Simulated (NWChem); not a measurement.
System: AlCl₃; SMILES [Cl][Al]([Cl])[Cl]

Here is an NWChem input.

```
start job
memory heap 200 mb stack 900 mb global 1100 mb
geometry units angstroms noautosym nocenter noautoz
  Al     0.000000     0.000000     0.002297
  Cl    -2.037473     0.455994    -0.000159
  Cl     1.413639     1.536506    -0.000159
  Cl     0.623834    -1.992500    -0.000159
end
basis spherical
  Al library def2-svp
  Cl library def2-svp
end
dft
  xc b3lyp
  iterations 150
  mulliken
end
task dft energy
esp
  recalculate
  probe 0.07
  range 0.3
  factor 1.0
  spacing 0.02
end
task esp
```

Parts of the log:

```
             Northwest Computational Chemistry Package (NWChem) 7.3.0
             --------------------------------------------------------

                             Geometry "geometry" -> ""
                             -------------------------

 Output coordinates in angstroms (scale by  1.889725989 to convert to a.u.)

  No.       Tag          Charge          X              Y              Z
 ---- ---------------- ---------- -------------- -------------- --------------
    1 Al                  13.0000     0.00000000     0.00000000     0.00229700
    2 Cl                  17.0000    -2.03747300     0.45599400    -0.00015900
    3 Cl                  17.0000     1.41363900     1.53650600    -0.00015900
    4 Cl                  17.0000     0.62383400    -1.99250000    -0.00015900

 Effective nuclear repulsion energy (a.u.)     294.9076841454

                                 NWChem DFT Module
                                 -----------------

 Summary of "ao basis" -> "ao basis" (spherical)
 ------------------------------------------------------------------------------
       Tag                 Description            Shells   Functions and Types
 ---------------- ------------------------------  ------  ---------------------
 Al                         def2-svp                 8       18   4s3p1d
 Cl                         def2-svp                 8       18   4s3p1d

            General Information
            -------------------
          SCF calculation type: DFT
          Wavefunction type:  closed shell.
          No. of atoms     :     4
          No. of electrons :    64
           Alpha electrons :    32
            Beta electrons :    32
          Charge           :     0
          Spin multiplicity:     1
          Use of symmetry is: off; symmetry adaption is: off
          Maximum number of iterations: 150
          AO basis - number of functions:    72
                     number of shells:    32
          Convergence on energy requested:  1.00D-06
          Convergence on density requested:  1.00D-05
          Convergence on gradient requested:  5.00D-04

              XC Information
              --------------
                         B3LYP Method XC Potential
                     Hartree-Fock (Exact) Exchange  0.200
                        Slater Exchange Functional  0.800 local
                    Becke 1988 Exchange Functional  0.720 non-local
              Lee-Yang-Parr Correlation Functional  0.810
                  VWN I RPA Correlation Functional  0.190 local

             Grid Information
             ----------------
          Grid used for XC integration:  medium
          Radial quadrature: Mura-Knowles
          Angular quadrature: Lebedev.
          Tag              B.-S. Rad. Rad. Pts. Rad. Cut. Ang. Pts.
          ---              ---------- --------- --------- ---------
          Al                  1.25       88           7.0       590
          Cl                  1.00       88          10.0       590
          Grid pruning is: on
          Number of quadrature shells:   352
          Spatial weights used:  Erf1

      Superposition of Atomic Density Guess
      -------------------------------------

 Sum of atomic energies:       -1619.76197481

      Non-variational initial energy
      ------------------------------

 Total energy =   -1620.388959
 1-e energy   =   -2829.684842
 2-e energy   =     914.388199
 HOMO         =      -0.437155
 LUMO         =      -0.010902

     ---------------------------------------------
      Total Density - Mulliken Population Analysis
     ---------------------------------------------

    Atom       Charge   Shell Charges
 -----------   ------   -------------------------------------------------------
    1 Al  13    11.64   2.00  1.99  0.69  0.04  5.93  0.50  0.31  0.19
    2 Cl  17    17.45   2.00  1.99  1.23  0.71  5.94  2.17  3.40  0.01
    3 Cl  17    17.45   2.00  1.99  1.23  0.71  5.94  2.17  3.40  0.01
    4 Cl  17    17.45   2.00  1.99  1.23  0.71  5.94  2.17  3.40  0.01

   convergence    iter        energy       DeltaE   RMS-Dens  Diis-err
 ---------------- ----- ----------------- --------- --------- ---------
 d= 0,ls=0.0,diis     1  -1622.7315374044 -1.92D+03  1.67D-02  5.11D-01
 d= 0,ls=0.0,diis     2  -1622.7243713490  7.17D-03  1.05D-02  4.20D-01
 d= 0,ls=0.0,diis     3  -1622.7862127346 -6.18D-02  2.06D-03  2.61D-02
 d= 0,ls=0.0,diis     4  -1622.7901384131 -3.93D-03  2.36D-04  2.79D-04
 d= 0,ls=0.0,diis     5  -1622.7901718714 -3.35D-05  2.23D-05  4.23D-06
 d= 0,ls=0.0,diis     6  -1622.7901724125 -5.41D-07  5.94D-06  1.39D-07

         Total DFT energy =    -1622.790172412477
      One electron energy =    -2831.106468094615
           Coulomb energy =     1016.997079784577
    Exchange-Corr. energy =     -103.588468247826
 Nuclear repulsion energy =      294.907684145386

 Numeric. integr. density =       64.000000227628

                       DFT Final Molecular Orbital Analysis
                       ------------------------------------

 Vector   30  Occ=2.000000D+00  E=-3.415574D-01
              MO Center= -6.1D-01,  8.0D-01,  1.6D-04, r^2= 4.3D+00
   Bfn.  Coefficient  Atom+Function         Bfn.  Coefficient  Atom+Function
  ----- ------------  ---------------      ----- ------------  ---------------
    31      0.498084  2 Cl pz                49     -0.406220  3 Cl pz
    28      0.364144  2 Cl pz                46     -0.296983  3 Cl pz
    25      0.212747  2 Cl pz                43     -0.173509  3 Cl pz
    67     -0.091868  4 Cl pz                17      0.068528  1 Al d  1
    64     -0.067164  4 Cl pz                61     -0.039240  4 Cl pz

 Vector   31  Occ=2.000000D+00  E=-3.415571D-01
              MO Center=  6.1D-01, -8.0D-01,  1.6D-04, r^2= 4.3D+00
   Bfn.  Coefficient  Atom+Function         Bfn.  Coefficient  Atom+Function
  ----- ------------  ---------------      ----- ------------  ---------------
    67      0.522103  4 Cl pz                64      0.381704  4 Cl pz
    49     -0.340606  3 Cl pz                46     -0.249014  3 Cl pz
    61      0.223006  4 Cl pz                31     -0.181489  2 Cl pz
    43     -0.145483  3 Cl pz                28     -0.132685  2 Cl pz
    25     -0.077519  2 Cl pz                15     -0.068528  1 Al d -1

 Vector   32  Occ=2.000000D+00  E=-3.253323D-01
              MO Center=  2.4D-05, -2.8D-05, -1.3D-04, r^2= 5.4D+00
   Bfn.  Coefficient  Atom+Function         Bfn.  Coefficient  Atom+Function
  ----- ------------  ---------------      ----- ------------  ---------------
    30      0.374419  2 Cl py                65     -0.366166  4 Cl px
    47      0.282360  3 Cl px                27      0.277664  2 Cl py
    62     -0.271544  4 Cl px                48     -0.259784  3 Cl py
    44      0.209395  3 Cl px                45     -0.192653  3 Cl py
    24      0.160954  2 Cl py                59     -0.157406  4 Cl px

 Vector   33  Occ=0.000000D+00  E=-5.195457D-02
              MO Center= -2.9D-06,  6.5D-06,  8.1D-02, r^2= 4.2D+00
   Bfn.  Coefficient  Atom+Function         Bfn.  Coefficient  Atom+Function
  ----- ------------  ---------------      ----- ------------  ---------------
     4      0.995005  1 Al s                  3      0.484212  1 Al s
    29     -0.333680  2 Cl px                66     -0.326313  4 Cl py
     2      0.297086  1 Al s                 22     -0.292637  2 Cl s
    40     -0.292637  3 Cl s                 58     -0.292633  4 Cl s
    48      0.251635  3 Cl py                47      0.231515  3 Cl px

 Vector   34  Occ=0.000000D+00  E=-4.396581D-02
              MO Center= -1.7D-07,  3.4D-07, -7.9D-02, r^2= 3.9D+00
   Bfn.  Coefficient  Atom+Function         Bfn.  Coefficient  Atom+Function
  ----- ------------  ---------------      ----- ------------  ---------------
    13      0.737756  1 Al pz                10      0.439251  1 Al pz
    31     -0.274814  2 Cl pz                49     -0.274814  3 Cl pz
    67     -0.274814  4 Cl pz                 7     -0.206788  1 Al pz
    28     -0.149798  2 Cl pz                46     -0.149798  3 Cl pz
    64     -0.149798  4 Cl pz                25     -0.084972  2 Cl pz

[...]

                     NWChem Electrostatic Potential Fit Module
                     -----------------------------------------

 Atom parameters

 Number of atoms is                                    4
 Number of basis functions is                         72

 Grid parameters

 Maximum number of grid points is                  25830
 Number of grid points is                          25829
 Grid range                                     0.300000 nm
 Grid spacing                                   0.020000 nm
 Probe radius                                   0.070000 nm
 Atom radius factor                             1.000000

 Atomic radii

   13    0.195000
   17    0.169000
 FASTESP  F
  using M.O. file = ./job.movecs

    Atom              Coordinates                           Charge

                                                  ESP

    1 Al    0.000000    0.000000    0.000230    0.704238
    2 Cl   -0.203747    0.045599   -0.000016   -0.234706
    3 Cl    0.141364    0.153651   -0.000016   -0.234880
    4 Cl    0.062383   -0.199250   -0.000016   -0.234652
                                            ------------
                                               -0.000000

 Dipole moment                                  0.003368

 Quadrupole moment Qxx                         -5.482153
                   Qyy                         -5.480776
                   Qzz                         10.962929

 RMS deviation kJ/mol                           0.102269

 RRMS %                                        41.505208
```

Level: B3LYP/def2-SVP. The geometry was optimised at B3LYP/6-31G* (spherical d).
